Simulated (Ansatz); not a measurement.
## Interaction energy ladder

The pair of N2 (SMILES N#N, atoms 1–2) and SiH4 (SMILES [SiH4], atoms 3–7), both closed shells, in one local arrangement (a lower one may exist), relaxed at PBE0-D4/def2-TZVP:

```
7
angstrom
N 0.1841 -0.0926 -3.4925
N 0.1783 -0.1152 -2.4034
Si -0.0722 0.0413 1.1769
H 0.7657 -1.1290 0.8141
H 0.5594 1.2840 0.6666
H -0.1912 0.1218 2.6554
H -1.4241 -0.1103 0.5829
```

Ansatz 0.2.0; basis: def2-TZVPPD, with def2-QZVPPD for the basis limit; cores frozen in the correlated methods. B3LYP uses VWN-RPA correlation. Extrapolation: Hartree–Fock as exp(−7.88 √X), correlation as X^−2.97. Interaction energies count from these two fragments, frozen as in the pair, with the counterpoise correction; negative means bound.

(1) What is the interaction energy by CCSD(T) at an estimated basis limit (MP2 extrapolated from triple and quadruple zeta, plus CCSD(T) − MP2 in triple zeta)? (Judge from chemistry; the value comes from the calculation.)

The T1 diagnostic stays at or below 0.014.

Answers

(1) The calculation gives: -0.62 kcal/mol. Hartree–Fock alone gives 0.25 kcal/mol at the basis limit, so without correlation the pair would not bind at this distance. It counts from the two fragments frozen as in the pair.

The same quantity by other methods in triple zeta, and each one's difference from that estimate:
```
   method  E_int (kcal/mol)  difference
   PBE-D4             -0.60        0.02
revPBE-D4              0.01        0.62
  BLYP-D4             -0.08        0.54
r2SCAN-D4             -0.40        0.22
   B97M-V             -0.64       -0.02
  PBE0-D4             -0.55        0.07
 B3LYP-D4             -0.31        0.31
 HSE06-D4             -0.56        0.06
  wB97X-V             -0.66       -0.04
  wB97M-V             -0.60        0.02
   B2PLYP             -0.14        0.48
       HF              0.25        0.87
      MP2             -0.63       -0.01
     CCSD             -0.43        0.19
  CCSD(T)             -0.55        0.07
```
Differences are method less estimate.

Basis-set superposition shift (counterpoise-corrected less uncorrected): CCSD(T) 0.25; MP2 0.25; HF 0.04; PBE0-D4 0.05; wB97M-V 0.06 kcal/mol.

For scale, one of the runs: CCSD(T)/def2-TZVPPD, 190 basis functions, launched by `ansatz run in.yaml --threads 2 --pin off --events-out ev --progress --plain --max-ram 5222MiB`. The run took 24 s on 2 CPU threads of an Arm Neoverse V2 (shared host), with 2 GiB of host memory at its peak.
